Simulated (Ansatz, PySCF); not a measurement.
Another site gives an ion 56541.99 eV lower (`O=[CH][GeH3]`) at the level PBE-D3(BJ)/def2-TZVP // TPSSh-D3(BJ)/def2-TZVP (PySCF).

Method: frozen-core CCSD(T)/cc-pVTZ // TPSSh-D3(BJ)/def2-TZVP (Ansatz, a first-principles code).

Ansatz 0.2 input:
```yaml
crystal:
  periodic: [false, false, false]
  atoms:
    - { symbol: C, position_ang: [-0.006148, 0.000616, 0.000099] }
    - { symbol: O, position_ang: [1.180396, -0.194253, -0.010803] }
    - { symbol: H, position_ang: [-0.737748, -0.831533, -0.005165] }
    - { symbol: H, position_ang: [-0.433052, 1.022993, 0.015988] }
basis:
  gaussian: { orbitals: cc-pVTZ }
correlation:
  method: ccsd_t
```

Output:

```
Functional definition: HF
510 factors; integrals over basis functions are off by at most 1.3e-3 eV
mean field evaluation 1: about -3097.7397 eV, gradient 3.1e1 eV
mean field evaluation 2: about -3097.7405 eV, gradient 3.1e1 eV
mean field evaluation 4: about -3099.6702 eV, gradient 2.3e0 eV
mean field evaluation 8: about -3099.6969 eV, gradient 1.1e-1 eV
mean field evaluation 16: about -3099.6927 eV, gradient 5.9e-1 eV
mean field -3099.69696274 eV, -113.9117623308 hartree, gradient 2.1e-6 eV, S^2 0.000000; 0 other end points of the search recorded, 0 dependent functions left out
2 core orbitals not correlated
reference -3099.69696274 eV, -113.9117623308 hartree; 6, 6 occupied and 80, 80 virtual orbitals, 510 factors
second order -10.75639549 eV of doubles, -0.00000000 eV of singles
cycle   1  -10.65018264 eV  change    1.1e-1 eV  update   8.1e-2
cycle   2  -10.95952145 eV  change   -3.1e-1 eV  update   2.6e-2
cycle   3  -11.04339053 eV  change   -8.4e-2 eV  update   1.4e-2
cycle   4  -11.03244817 eV  change    1.1e-2 eV  update   3.3e-3
cycle   5  -11.03341228 eV  change   -9.6e-4 eV  update   1.5e-3
cycle   6  -11.03400316 eV  change   -5.9e-4 eV  update   3.9e-4
cycle   7  -11.03377465 eV  change    2.3e-4 eV  update   1.3e-4
cycle   8  -11.03375947 eV  change    1.5e-5 eV  update   4.7e-5
cycle   9  -11.03376280 eV  change   -3.3e-6 eV  update   1.3e-5
perturbative correction -0.44995069 eV, -0.0165353830 hartree
Total energy: -3111.18067624 eV, -114.3337810177 hartree
```

Cost: roughly 3 core-seconds.
